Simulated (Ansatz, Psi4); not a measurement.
**C3H3 (propargyl radical): from total energies to a heat of formation**

C3H3: 6 atoms, total charge 0, spin state doublet. As SMILES, `[CH]=C=C`. Geometry: relaxed at PBE0-D4/def2-TZVP.

Total energies at UCCSD(T)/def2-SVPD, 3 core orbitals frozen (Psi4 1.11); the atoms run unrestricted:

```tsv
species	state	energy (Eh)
C3H3	doublet	-115.588381
C	triplet	-37.721976
H	doublet	-0.499278
```

Harmonic wavenumbers at UPBE0-D4/def2-TZVP, in cm⁻¹: 359, 408, 472, 643, 690, 1025, 1100, 1451, 2017, 3166, 3260, 3474.

Measured heats of formation of the gaseous atoms at 298.15 K, in kJ/mol: C 716.9, H 218.0. Take 1 Eh = 2625.50 kJ/mol, 1 cm⁻¹ = 0.0119627 kJ/mol, RT = 2.479 kJ/mol.

Problem. Work out the heat of formation of the gas at 298 K.

Solution. 
1. Electronic atomisation energy: 3 × (-37.721976) + 3 × (-0.499278) − (-115.588381) = 0.924619 Eh = 2427.6 kJ/mol.
2. Zero-point energy: half the sum of the wavenumbers, 9032.5 cm⁻¹ = 108.1 kJ/mol.
3. Thermal vibrational enthalpy, Σ hcν̃/(exp(hcν̃/kT) − 1): 3.2 kJ/mol. Translation, rotation and pV of a non-linear molecule: 4 RT = 9.9 kJ/mol.
4. The 6 free atoms carry 5/2 RT each: 37.2 kJ/mol.
5. Spin-orbit coupling lowers the free atoms by 3 × 0.02 = 0.1 kJ/mol.
6. Atomisation enthalpy at 298 K: 2427.6 − 0.1 − 108.1 − 3.2 − 9.9 + 37.2 = 2343.5 kJ/mol.
7. Sum of the atoms' heats of formation: 2804.7 kJ/mol. Heat of formation: 2804.7 − 2343.5 = +461.2 kJ/mol.

The tabulated value is +351.5 kJ/mol (Active Thermochemical Tables), so this level is off by +109.7 kJ/mol, or 4.5 % of the atomisation enthalpy. Coupled cluster needs large bases for atomisation: in a finite one the molecule is underbound. A double-zeta basis underbinds. Anharmonicity and any spin-orbit splitting of the molecule are left out, and so is core correlation.
